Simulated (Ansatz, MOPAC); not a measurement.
Gas-phase reaction in SMILES: C=CF [fluoroethene] -> C=[C]F + H atom (the C-H bond breaks)

Wanted: bond dissociation energy (enthalpy at 298 K), in kcal/mol. Conventions: 6-31G* and kin with 6d, 5d where marked; non-relativistic; spin-orbit terms left out; open shells spin-unrestricted; dispersion terms only where a functional's name holds one. First-principles rows: single points at B3LYP-D3(BJ) geometries (Ansatz, a quantum-chemistry and plane-wave program), with unscaled harmonic terms from B3LYP/6-31G* at its own minima. Semi-empirical rows: MOPAC heats of formation at their own minima for 298 K.

```json
[
 {"species": "C=CF", "coefficient": "-1", "E at B3LYP/6-31G* (Ansatz), Eh": "-177.81953", "E at wB97M-V/def2-TZVPD (Ansatz), Eh": "-177.83590", "H(298 K) - E, kcal/mol": "30.47", "heat of formation at PM3 (MOPAC), kcal/mol": "-28.63"},
 {"species": "C=[C]F", "coefficient": "+1", "E at B3LYP/6-31G* (Ansatz), Eh": "-177.13384", "E at wB97M-V/def2-TZVPD (Ansatz), Eh": "-177.15170", "H(298 K) - E, kcal/mol": "22.12", "heat of formation at PM3 (MOPAC), kcal/mol": "14.07"},
 {"species": "H atom", "coefficient": "+1", "E at B3LYP/6-31G* (Ansatz), Eh": "-0.50027", "E at wB97M-V/def2-TZVPD (Ansatz), Eh": "-0.49411", "H(298 K) - E, kcal/mol": "1.48", "heat of formation at PM3 (MOPAC), kcal/mol": "52.10"}
]
```

 1 Eh = 627.5095 kcal/mol.

Question: Work the quantity out at each level.

Answer: 
- B3LYP/6-31G*: the sum of coefficient times E is 0.18542 Eh, or 116.35 kcal/mol; the thermal terms add -6.87. Result: 109.5 kcal/mol.
- wB97M-V/def2-TZVPD: the sum of coefficient times E is 0.19009 Eh, or 119.28 kcal/mol; the thermal terms add -6.87. Result: 112.4 kcal/mol.
- PM3: the sum of coefficient times heat of formation is 94.80 kcal/mol; it needs no thermal term.
